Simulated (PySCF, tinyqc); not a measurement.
Worked calculation: FCI on RHF in the sto-3g basis, frozen core, for LiH, spin multiplicity 1. The lowest restricted solution is unstable here: a spin-polarised one lies 0.0072 hartree lower (PySCF). One step of it, computed by the program tinyqc.

Problem. FCI: roots. Diagonalise (each vector has its largest component positive (the first on a tie)); all determinants have Ms = 0, so triplets appear too. The lowest singlet root is the correlation energy.

Occupation strings over the orbitals (2 doubly, a alpha, b beta, 0 empty; spin orbitals ordered 1a 1b 2a 2b ...): 220000 2ab000 2a000b 2ba000 2b000a 202000 20a00b 200200 200020 20b00a 200002

H - E(HF) between determinants (hartree):
```
,220000,2ab000,2a000b,2ba000,2b000a,202000,20a00b,200200,200020,20b00a,200002
220000,0.000000,0.000000,0.000000,0.000000,0.000000,0.023900,-0.047099,0.021018,0.021018,0.047099,0.131504
2ab000,0.000000,0.110844,0.012902,-0.023900,0.047099,0.077740,0.019757,0.020631,0.020631,0.124213,-0.041143
2a000b,0.000000,0.012902,0.316900,0.047099,-0.131504,0.019757,0.011986,-0.018103,-0.018103,0.041143,-0.014214
2ba000,0.000000,-0.023900,0.047099,0.110844,0.012902,-0.077740,0.124213,-0.020631,-0.020631,0.019757,0.041143
2b000a,0.000000,0.047099,-0.131504,0.012902,0.316900,-0.019757,0.041143,0.018103,0.018103,0.011986,0.014214
202000,0.023900,0.077740,0.019757,-0.077740,-0.019757,0.567700,0.109841,0.041391,0.041391,-0.109841,0.033064
20a00b,-0.047099,0.019757,0.011986,0.124213,0.041143,0.109841,0.483249,-0.011501,-0.011501,-0.033064,0.025960
200200,0.021018,0.020631,-0.018103,-0.020631,0.018103,0.041391,-0.011501,0.614753,0.016869,0.011501,0.018952
200020,0.021018,0.020631,-0.018103,-0.020631,0.018103,0.041391,-0.011501,0.016869,0.614753,0.011501,0.018952
20b00a,0.047099,0.124213,0.041143,0.019757,0.011986,-0.109841,-0.033064,0.011501,0.011501,0.483249,-0.025960
200002,0.131504,-0.041143,-0.014214,0.041143,0.014214,0.033064,0.025960,0.018952,0.018952,-0.025960,0.657279
```

Give: lowest roots of this matrix, relative to E(HF); lowest vectors; <S^2> of these roots; weight of the ground state by excitation level 0, 1, 2, ....

Solution.

lowest roots of this matrix, relative to E(HF) (hartree): -0.039  0.026  0.055  0.181  0.410  0.476  0.515  0.598

lowest vectors:
```
,root 1,root 2,root 3,root 4
220000,0.958,0.000,-0.158,0.000
2ab000,0.079,0.654,0.630,0.124
2a000b,0.010,-0.180,0.086,0.668
2ba000,-0.079,0.654,-0.630,0.124
2b000a,-0.010,-0.180,-0.086,0.668
202000,-0.091,0.000,-0.279,0.000
20a00b,0.122,-0.200,0.191,-0.198
200200,-0.020,0.000,-0.010,0.000
200020,-0.020,0.000,-0.010,0.000
20b00a,-0.122,-0.200,-0.191,-0.198
200002,-0.175,0.000,0.124,0.000
```

<S^2> of these roots: 0.000  2.000  0.000  2.000  0.000  0.000  2.000  0.000

weight of the ground state by excitation level 0, 1, 2, ...: 0.918  0.013  0.069
